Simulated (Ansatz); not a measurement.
Chalcopyrite ZnGeP2 was calculated with PBE-D3(BJ) (plane waves, PAW; Ansatz, a quantum-chemistry and plane-wave program).

Settings: plane-wave cutoff 520 eV, 10×10×10 k mesh, Fermi–Dirac smearing 0.01 eV, scalar-relativistic PAW data made under PBE.

Response to compression and expansion (c/a stays at 1.972):

Shape and atoms are relaxed at each volume.

```csv
V (Å³/atom),P (GPa),direct gap at Γ (eV),smallest gap on the k mesh (eV)
18.965,3.68,1.278,1.145
19.360,1.74,1.327,1.177
19.755,0.00,1.371,1.206
20.150,-1.56,1.294,1.185
20.545,-2.95,1.160,1.138
```

The fundamental gap (1.18 eV at the equilibrium volume, with added k points) lies elsewhere than Γ–Γ.

Measured, for comparison: band gap 2.05 eV (temperature not stated, no zero-point or thermal correction, pseudodirect, our sources range from 1.80 to 2.20; as tabulated in Rashkeev et al. (1999), arXiv:cond-mat/9809378).

Note: the bulk modulus comes from volumes at which shape and atoms were relaxed.

Spin–orbit coupling is not included.
